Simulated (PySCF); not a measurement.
Gas-phase reaction: 2 (CH3)3Si + 3 SiH ⇌ 5 SiH3 + 3 C2H2 (acetylene)

Method: PySCF energies (xtb for GFN2) plus ideal-gas RRHO corrections (1 bar). † marks an energy on the PBE0/def2-TZVP geometry and frequencies; other levels use their own. MP2 freezes the core. 6-31G* has spherical d functions here. Open shells (unrestricted): (CH3)3Si (multiplicity 2), SiH (multiplicity 2), SiH3 (multiplicity 2); the rest are closed-shell singlets. GFN2 has no spin-polarisation term. Spin-orbit splitting is ignored; it lowers the true energy and changes the entropy of SiH. (CH3)3Si: computed as isolated molecules; such fragments, hydroxides, amides, oligomers or adducts are transient or little studied in the gas. MP2 isn't extrapolated to the basis-set limit.

| level | ΔH°(298 K), kJ |
|---|---|
| BLYP/def2-TZVP† | 408 |
| GFN2-xTB | 119 |
| HF/6-31G* | 500 |
| HF/def2-TZVP† | 417 |
| M06-2X/def2-TZVP† | [?] |
| MP2/def2-TZVPP† | 476 |
| PBE0/def2-TZVP | [?] |
| r2SCAN/def2-TZVP† | [?] |
| LDA/def2-TZVP† | 641 |
| ωB97M-V/def2-TZVP† | [?] |

Task: What belongs in the gaps?

Result: 
- M06-2X/def2-TZVP†, ΔH°(298 K), kJ: 512
- PBE0/def2-TZVP, ΔH°(298 K), kJ: 566
- r2SCAN/def2-TZVP†, ΔH°(298 K), kJ: 505
- ωB97M-V/def2-TZVP†, ΔH°(298 K), kJ: 539
